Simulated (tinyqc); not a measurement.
Worked calculation: CCD on RHF in the sto-6g basis, frozen core, for H2O, spin multiplicity 1. One step of it, computed by the program tinyqc.

Question. CCD: starting amplitudes. t_ij^ab = <ij||ab> / (e_i + e_j - e_a - e_b), whose energy is MP2.

orbital energies (hartree): MO1 -20.515274, MO2 -1.229081, MO3 -0.572327, MO4 -0.441986, MO5 -0.391756, MO6 0.498333, MO7 0.623559

Two-electron integrals over orbitals (pq|rs), unique and non-zero (hartree); the lowest 1 orbital is frozen and left out:
```
p,q,r,s,(pq|rs)
2,2,2,2,0.725981
3,2,3,2,0.134692
3,3,2,2,0.624252
3,3,3,3,0.605624
4,2,2,2,-0.016788
4,2,3,3,0.004431
4,2,4,2,0.129629
4,3,3,2,0.026098
4,3,4,3,0.052670
4,4,2,2,0.670583
4,4,3,3,0.577319
4,4,4,2,-0.099125
4,4,4,4,0.732218
5,2,5,2,0.149195
5,3,5,3,0.027062
5,4,5,2,-0.044389
5,4,5,4,0.050523
5,5,2,2,0.754235
5,5,3,3,0.609960
5,5,4,2,-0.076622
5,5,4,4,0.706207
5,5,5,5,0.880663
6,2,2,2,-0.136930
6,2,3,3,-0.069000
6,2,4,2,-0.028360
6,2,4,4,-0.073625
6,2,5,5,-0.148508
6,2,6,2,0.097334
6,3,3,2,0.039746
6,3,4,3,0.035699
6,3,6,3,0.075671
6,4,2,2,-0.116737
6,4,3,3,-0.046161
6,4,4,2,0.041476
6,4,4,4,-0.129205
6,4,5,5,-0.137730
6,4,6,2,0.061908
6,4,6,4,0.086530
6,5,5,2,-0.054103
6,5,5,4,-0.003436
6,5,6,5,0.035435
6,6,2,2,0.598415
6,6,3,3,0.555832
6,6,4,2,0.052034
6,6,4,4,0.545549
6,6,5,5,0.579669
6,6,6,2,-0.093579
6,6,6,4,-0.048953
6,6,6,6,0.586719
7,2,3,2,0.051148
7,2,4,3,-0.030970
7,2,6,3,-0.031444
7,2,7,2,0.066410
7,3,2,2,0.158394
7,3,3,3,0.089623
7,3,4,2,-0.076479
7,3,4,4,0.150122
7,3,5,5,0.199052
7,3,6,2,-0.072148
7,3,6,4,-0.093006
7,3,6,6,0.041824
7,3,7,3,0.156961
7,4,3,2,-0.073410
7,4,4,3,-0.008347
7,4,6,3,-0.052073
7,4,7,2,-0.017236
7,4,7,4,0.069445
7,5,5,3,0.023893
7,5,7,5,0.024961
7,6,3,2,-0.091089
7,6,4,3,-0.058305
7,6,6,3,-0.068298
7,6,7,2,0.004875
7,6,7,4,0.060082
7,6,7,6,0.115999
7,7,2,2,0.614451
7,7,3,3,0.591296
7,7,4,2,-0.017903
7,7,4,4,0.589708
7,7,5,5,0.614948
7,7,6,2,-0.065069
7,7,6,4,-0.047683
7,7,6,6,0.555526
7,7,7,3,0.095960
7,7,7,7,0.604557
```

Give: Starting amplitudes; correlation energy.

Answer.

Starting amplitudes (spin orbitals 1a, 1b, ...; amplitudes related by a flip of all spins are not repeated):
```
from,to,t
3a 3b,7a 7b,-0.0656
4a 4b,6a 6b,-0.0460
3a 4b,6b 7a,-0.0435
3a 3b,6a 6b,-0.0353
4a 4b,7a 7b,-0.0326
2a 2b,6a 6b,-0.0282
2a 3b,6a 7b,0.0247
3a 4b,6a 7b,0.0244
2a 4b,6a 6b,-0.0232
5a 5b,6a 6b,-0.0199
3a 4a,6a 7a,-0.0192
2a 2b,7a 7b,-0.0179
2a 3a,6a 7a,0.0139
5a 5b,7a 7b,-0.0123
2a 3b,6b 7a,-0.0108
2a 4b,7a 7b,0.0059
```

correlation energy = -0.044818 hartree
